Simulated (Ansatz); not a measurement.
**SiH3O (SMILES [O][SiH3]): UCCSDT/STO-3G**

What is the energy change on altering one bond length of SiH3O at UCCSDT/STO-3G? 

Program for the calculation: Ansatz 0.2.0.

65 further runs of the same task are left out: 16 that didn't finish, 49 set aside as unsound or not needed.

## (1) The structure to begin with

SiH3O has 5 atoms, charge 0, and is taken as a doublet. As SMILES, `[O][SiH3]`. The coordinates come from a GFN2-xTB relaxation.

Bond lengths: O1–Si2 1.530 Å, Si2–H3 1.490 Å, Si2–H4 1.494 Å, Si2–H5 1.496 Å. Angles: O1–Si2–H3 115.3°, O1–Si2–H4 114.5°, O1–Si2–H5 114.3°, H3–Si2–H4 104.6°, H3–Si2–H5 104.2°, H4–Si2–H5 102.6°.

## (2) The energy at UCCSDT/STO-3G

job.yaml reads:

```yaml
crystal:
  periodic: [false, false, false]
  atoms:
    - {symbol: O, position_ang: [-1.416610, 0.267850, 0.690210]}
    - {symbol: Si, position_ang: [-0.065850, 0.007840, 0.019870]}
    - {symbol: H, position_ang: [-0.120650, -0.242400, -1.447490]}
    - {symbol: H, position_ang: [0.685890, -1.159260, 0.572930]}
    - {symbol: H, position_ang: [0.917210, 1.125960, 0.164480]}
basis:
  gaussian: {orbitals: STO-3G}
magnetization: {spin_polarized: true, initial_magnetization: 1}
correlation: {method: ccsdt, frozen_orbitals: {H: 0, O: 1, Si: 5}}
accuracy: high
scf: {omitted_lower_state_checks: [cluster_reference, increment]}
```

On the command line:

```
$ ansatz run job.yaml --threads 1 --pin off --max-ram 2610MiB --events-out events.jsonl --progress --plain --runs-dir runs
```

What it wrote, shortened:

```text
Warning: RAYON_NUM_THREADS=1 ignored (pool sized by the plan → 1); use --threads N
Functional definition: HF
  name "HF"
[...]
290 factors; integrals over basis functions are off by at most 2.8e-8 eV
[...]
mean field -9826.87252622 eV, -361.1309044450 hartree, gradient 3.8e-8 eV, S^2 0.755587; 5 other end points of the search recorded, 0 dependent functions left out
6 core orbitals not correlated: weight in the atoms' cores, before any rotation towards them, 1.000 or more for the frozen orbitals, at most 0.000 for the correlated occupied ones
reference -9826.87252622 eV, -361.1309044450 hartree; 7, 6 occupied and 4, 5 virtual orbitals, 290 factors
second order -1.45793828 eV of doubles, -0.00000000 eV of singles
cycle   1  -1.85404784 eV  change   -4.0e-1 eV  update   6.1e-2
[...]
cycle  40  -2.16800613 eV  change  -7.1e-10 eV  update  8.2e-10
Total energy: -9829.04053234 eV, -361.2105772007 hartree
Checks for a lower state left out: cluster_reference, increment
```

Run time: 0.79 s. Hardware: 1 thread of Arm Neoverse V1, shared host.

## (3) The distorted shape, same level

molecule.yaml reads:

```yaml
crystal:
  periodic: [false, false, false]
  atoms:
    - {symbol: O, position_ang: [-1.754344, 0.332861, 0.857817]}
    - {symbol: Si, position_ang: [-0.065850, 0.007840, 0.019870]}
    - {symbol: H, position_ang: [-0.120650, -0.242400, -1.447490]}
    - {symbol: H, position_ang: [0.685890, -1.159260, 0.572930]}
    - {symbol: H, position_ang: [0.917210, 1.125960, 0.164480]}
basis:
  gaussian:
    orbitals: STO-3G
magnetization:
  spin_polarized: true
  initial_magnetization: 1
correlation:
  method: ccsdt
  frozen_orbitals: {H: 0, O: 1, Si: 5}
accuracy: high
scf:
  omitted_lower_state_checks: [cluster_reference, increment]
```

On the command line:

```
$ ansatz run molecule.yaml --threads 1 --pin off --max-ram 2610MiB --events-out events.jsonl --progress --plain --runs-dir runs
```

What it wrote, shortened:

```text
Warning: RAYON_NUM_THREADS=1 ignored (pool sized by the plan → 1); use --threads N
Functional definition: HF
  name "HF"
[...]
290 factors; integrals over basis functions are off by at most 2.8e-8 eV
[...]
mean field -9827.17442566 eV, -361.1419990448 hartree, gradient 2.7e-8 eV, S^2 0.792610; 5 other end points of the search recorded, 0 dependent functions left out
6 core orbitals not correlated: weight in the atoms' cores, before any rotation towards them, 1.000 or more for the frozen orbitals, at most 0.000 for the correlated occupied ones
reference -9827.17442566 eV, -361.1419990448 hartree; 7, 6 occupied and 4, 5 virtual orbitals, 290 factors
second order -1.59159524 eV of doubles, -0.00000000 eV of singles
cycle   1  -2.08823052 eV  change   -5.0e-1 eV  update   7.0e-2
[...]
cycle  46  -2.50286766 eV  change  -8.7e-10 eV  update   1.2e-9
Total energy: -9829.67729331 eV, -361.2339777348 hartree
Checks for a lower state left out: cluster_reference, increment
```

Run time: 0.89 s. Hardware: 1 thread of Arm Neoverse V1, shared host.

## (4) What came out

At UCCSDT/STO-3G, 6 core orbitals frozen:

| quantity | value |
| --- | --- |
| first shape: total energy | -361.21058 Eh |
| first shape: correlation energy (6 core orbitals frozen) | -79.7 mEh |
| first shape: ⟨S²⟩ of the reference determinant | 0.756 |
| first shape: T1 diagnostic | 0.013 |
| distorted shape: total energy | -361.23398 Eh |
| distorted shape: correlation energy (6 core orbitals frozen) | -92.0 mEh |
| distorted shape: ⟨S²⟩ of the reference determinant | 0.793 |
| distorted shape: T1 diagnostic | 0.016 |
| energy change with the O1–Si2 bond stretched from 1.530 to 1.913 Å | -0.637 eV |

With the O1–Si2 bond stretched from 1.530 to 1.913 Å the energy falls by 0.64 eV (14.7 kcal/mol). The first shape isn't relaxed at this level, so the change isn't measured from a minimum. The minimal basis adds a large error of its own.
